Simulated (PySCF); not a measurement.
Diamond: correlation energy from several methods in one and the same small orbital space (PySCF; 2 atoms at the zone centre, 8 electrons in 58 orbitals, empty ones MP2 natural orbitals of a TZ basis, lattice constant set to 3.74535 Å). Its volume lies 16 % above that of the crystal's usual cell. It tests the methods against each other and lies far from the crystal's limit.

```tsv
method	E_corr (eV per atom)	share of CCSDT(Q) (%)	difference (meV)
MP2	-3.1803	76.4	984
CCSD	-3.9383	94.6	226
CCSD(T)	-4.1202	98.9	44
CCSDT	-4.1476	99.6	17
CCSDT(Q)	-4.1644	100.0	0
```

MP2, (T) and (Q) use filled levels shifted down by the Madelung term, which in so small a cell is a large part of the gap, so these rows hang on it.

CCSDT(Q) is the highest level reached here, not an exact value.
